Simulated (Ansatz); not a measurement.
**Ligand exchange: H2S + C2H8Si → SiH4 + C2H6S**

Species: H2S (hydrogen sulfide) `S`, singlet; C2H8Si `CC[SiH3]`, singlet; SiH4 (silane) `[SiH4]`, singlet; C2H6S (ethanethiol) `CCS`, singlet. The partners trade SH for SiH3: H–SH and C–SiH3 bonds give way to H–SiH3 and C–SH.

Shapes, held fixed at every level: PBE0-D4/def2-TZVP. Flexible molecules stand in one conformer, not always the lowest. Programs: Ansatz 0.2.0. The zero-point and thermal change to 298 K, harmonic and unscaled (PBE0-D4/def2-TZVP), is +1.1 kJ/mol.

```tsv
level	kind	ΔH(298 K) (kJ/mol)	less CCSD(T)/CBS estimate
HF/def2-TZVPP	Hartree–Fock	+34.8	-4.4
SPW92/def2-TZVPP	LDA	+38.3	-0.9
r2SCAN-D4/def2-TZVPP	meta-GGA	+39.4	+0.2
PBE0-D4/def2-TZVPP	global hybrid	+38.9	-0.3
B2PLYP/def2-TZVPP	double hybrid	+37.2	-2.0
MP2/def2-TZVPP	perturbation theory	+39.3	+0.1
CCSD/def2-TZVPP	coupled cluster or CI	+40.2	+1.0
CCSD(T)/CBS estimate	coupled cluster or CI	+39.2	0.0
```

The highest level, CCSD(T)/CBS estimate, gives ΔH(298 K) = +39.2 kJ/mol; the levels span +34.8 to +40.2. The column of differences is taken from that level and isn't an error. No measured value is set beside it here. The CBS estimate extrapolates MP2 from def2-TZVPP and def2-QZVPP and adds CCSD(T) − MP2 in the triple-zeta set, cores frozen.
